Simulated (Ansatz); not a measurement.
CH₈B₂⁺, that is diborane mono Me with one electron fewer. The state is a doublet with charge 1. Geometry r2SCAN-D4/def2-TZVP, that of the neutral singlet; atoms count from 1.

```tsv
atom	x (Å)	y (Å)	z (Å)
B1	0.4674	0.3068	-0.1527
C2	0.8406	-0.9636	0.6913
H3	1.3045	1.0592	-0.5547
H4	-0.3174	0.0064	-1.1957
B5	-1.2071	0.7098	-0.5637
H6	-1.4350	1.6857	-1.2060
H7	-2.0727	-0.0157	-0.1814
H8	-0.4686	1.0531	0.4476
H9	1.3819	-0.6710	1.5969
H10	1.5268	-1.6047	0.1287
H11	-0.0203	-1.5659	0.9898
```

Q: Estimate the Mulliken populations from the PBE0/def2-TZVP orbitals of Ansatz.

A: 
```
atom  charge (e)  spin (α − β)
  B1       -0.14          0.16
  C2       -0.35          0.25
  H3        0.21          0.18
  H4        0.23          0.00
  B5       -0.21          0.11
  H6        0.19          0.13
  H7        0.18          0.14
  H8        0.23          0.00
  H9        0.22          0.00
 H10        0.22          0.00
 H11        0.22          0.03
```
Mulliken values and Mayer orders depend strongly on the basis.

Q: Where does the spin sit?

A: Summed by element: B 0.27, C 0.25, H 0.48, of 1 unpaired in all. Largest on single atoms: C2 0.25, H3 0.18, B1 0.16.

Q: And the Mayer bond orders between bonded heavy atoms (over 0.3)?

A: B1–C2 0.92 (1.57 Å); B1–B5 0.86 (1.77 Å).
